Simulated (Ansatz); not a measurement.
Computed with Ansatz.

`CBS` at its PBE0-D4/def2-TZVP geometry, where that method's forces vanish. Charge 0, multiplicity 1.

```
atom   x (Å)   y (Å)   z (Å)
  C1  -0.209  -0.439   0.988
  B2   0.317   0.057  -0.391
  S3  -0.703   1.118  -1.397
  H4   0.488  -0.136   1.778
  H5  -0.208  -1.535   1.008
  H6  -1.208  -0.090   1.257
  H7   1.396  -0.253  -0.803
  H8   0.128   1.278  -2.440
```

Q: For each bond, give half the difference of the two atoms' forces along it (eV/Å; positive pushes the atoms apart) under PBE-D4, r2SCAN-D4, B3LYP-D4, ωB97M-V in def2-TZVPP. (Estimate.)

A: The calculation gave: 
| bond | length (Å) | PBE-D4 | r2SCAN-D4 | B3LYP-D4 | ωB97M-V |
| --- | --- | --- | --- | --- | --- |
| C1–B2 | 1.558 | -0.07 | -0.02 | 0.06 | 0.12 |
| C1–H4 | 1.096 | 0.14 | 0.00 | -0.04 | -0.07 |
| C1–H5 | 1.096 | 0.14 | 0.00 | -0.04 | -0.07 |
| C1–H6 | 1.092 | 0.11 | -0.02 | -0.02 | -0.05 |
| B2–S3 | 1.782 | 0.09 | 0.10 | 0.14 | 0.07 |
| B2–H7 | 1.195 | 0.05 | -0.06 | -0.17 | -0.17 |
| S3–H8 | 1.343 | 0.26 | 0.01 | -0.03 | -0.11 |

B3LYP here is the variant with VWN-RPA as its local correlation; programs differ in this.
